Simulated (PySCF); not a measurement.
Simulated C 1s region for `CC(=O)Cl` (acetyl chloride), binding energy against the vacuum level.

Every computed line was given a Gaussian of 0.5 eV full width at half maximum and an area set by the number of equivalent atoms; the highest printed point is 100. Computed, not measured: delta-SCF UKS SCAN, pcX-2 on the ionised atom, pcseg-1 elsewhere, spin-free X2C (PySCF 2.14.0).

binding energy (eV), intensity and a bar:
```
    291.4          1 
    291.5          3 #
    291.6         10 ###
    291.7         25 #######
    291.8         49 ###############
    291.9         77 #######################
    292.0         98 #############################
    292.1         99 ##############################
    292.2         81 ########################
    292.3         53 ################
    292.4         28 ########
    292.5         12 ###
    292.6          4 #
    292.7          1 
    292.8          0 
    292.9          0 
    293.0          0 
    293.1          0 
    293.2          0 
    293.3          0 
    293.4          0 
    293.5          0 
    293.6          0 
    293.7          0 
    293.8          0 
    293.9          0 
    294.0          0 
    294.1          0 
    294.2          0 
    294.3          0 
    294.4          0 
    294.5          0 
    294.6          0 
    294.7          1 
    294.8          4 #
    294.9         12 ####
    295.0         29 #########
    295.1         55 ################
    295.2         83 #########################
    295.3        100 ##############################
    295.4         97 #############################
    295.5         75 ######################
    295.6         47 ##############
    295.7         23 #######
    295.8          9 ###
    295.9          3 #
    296.0          1
```

Task: How many maxima does the curve show, and how many computed lines lie under it?

Result: The curve has 2 maxima (at 292.1 and 295.3 eV). Under it lie 2 lines from 2 inequivalent carbon sites.

Task: Decompose the envelope and assign each component. Numbering: `[CH3:1][C:2](=[O:3])[Cl:4]`.

Result: 
| position (eV) | relative area | line | atoms | environment |
| --- | --- | --- | --- | --- |
| 292.06 | 1 | C 1s | C1 | methyl carbon next to a carbonyl |
| 295.34 | 1 | C 1s | C2 | acyl halide carbon |

Task: Above which line width would these two lines show one maximum?

Result: Two equal Gaussians merge once their distance is under 2σ = FWHM/1.177. With 3.28 eV between them that is a full width over 3.86 eV.

Lowest listed C 1s: C1, bonded to C and 3 H. Highest, 3.28 eV above it: C2, bonded to O (double bond), Cl and C.

No satellites, vibrations or lifetime broadening are included. Geometry: GFN2-xTB; no solvent, vibrations or thermal averaging.

The run took 22 s on an Arm Neoverse N1 with one thread (shared host).
